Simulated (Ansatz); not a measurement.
# CH2+ (doublet): B3LYP, BHLYP, wB97M-V over a scan of the scale of all distances, cc-pVTZ

How well do these functionals follow the top wave-function level for CH2+ (doublet) over a scan of the scale of all distances?

Method: cc-pVTZ, all electrons in the functionals; program: Ansatz 0.2.0, Gaussian basis.

The runs, in order: B3LYP, BHLYP, wB97M-V, at 0.878; 1.000; 1.119; 1.287; 1.493; 1.759; 1.960; 2.361.

12 further runs of the same task are left out: 9 that didn't finish, 3 set aside as unsound or not needed.

## Step 1: The system

The geometry derives from a PBE0/def2-TZVP stationary point (not a proven minimum). All distances are scaled together.

3 atoms, charge 1, spin multiplicity 2.

Atoms are counted from 1 here; the program's logs count them from 0.

Bond lengths: C1–H2 1.094 Å, C1–H3 1.094 Å. Angles: H2–C1–H3 180.0°.

As a file:

```
atom   x (Å)   y (Å)    z (Å)
  C1  0.0000  0.0000   0.0000
  H2  0.0000  0.0000  -1.0935
  H3  0.0000  0.0000   1.0935
```

No dispersion term is added; wB97M-V holds VV10 nonlocal correlation. B3LYP takes the VWN-RPA correlation.

The geometry shown and the zero of energy belong to the point 1.000. The yardstick, FCI, and other wave-function levels (R restricted, U unrestricted, valence and pair active spaces) come from earlier runs.

## Step 2: B3LYP, 0.878

in.yaml

```yaml
crystal:
  periodic: [false, false, false]
  atoms:
    - {symbol: C, position_ang: [0.000000, 0.000000, 0.000000]}
    - {symbol: H, position_ang: [0.000000, 0.000000, -0.960125]}
    - {symbol: H, position_ang: [0.000000, 0.000000, 0.960125]}
basis:
  gaussian: {orbitals: cc-pVTZ}
total_charge: 1
magnetization: {spin_polarized: true, initial_magnetization: 1}
hamiltonian: {xc: {name: B3LYP}}
```

Launch:

```bash
$ ansatz run in.yaml --threads 1 --pin off --events-out ev --progress --plain --max-ram 2393MiB
```

After this run come: B3LYP, 1.000; B3LYP, 1.119; B3LYP, 1.287; B3LYP, 1.493; B3LYP, 1.759; B3LYP, 1.960; B3LYP, 2.361; BHLYP, 0.878; BHLYP, 1.000; BHLYP, 1.119; BHLYP, 1.287; BHLYP, 1.493; BHLYP, 1.759; BHLYP, 1.960; BHLYP, 2.361; wB97M-V, 0.878; wB97M-V, 1.000; wB97M-V, 1.119; wB97M-V, 1.287; wB97M-V, 1.493; wB97M-V, 1.759; wB97M-V, 1.960; wB97M-V, 2.361.

**Question.** What will the summary of the whole plan be? Wanted: span of the FCI curve; largest miss, B3LYP; largest miss, BHLYP; largest miss, wB97M-V.

As calculated:

```
             quantity              value
span of the FCI curve           8.186 eV
  largest miss, B3LYP  -0.501 eV (2.361)
  largest miss, BHLYP  +0.350 eV (1.759)
largest miss, wB97M-V  -0.246 eV (2.361)
```

What this shows: Of the functionals, wB97M-V keep the smallest largest miss at the points compared (at most 0.246 eV) and B3LYP strays most (0.501 eV, at 2.361). B3LYP, BHLYP, wB97M-V clearly break the spin symmetry at some points (⟨S²⟩ up to 0.93 above the pure value), so energy there is bought with a mixed spin. Functionals and the yardstick converge differently with the basis, so part of each miss in cc-pVTZ is the basis.
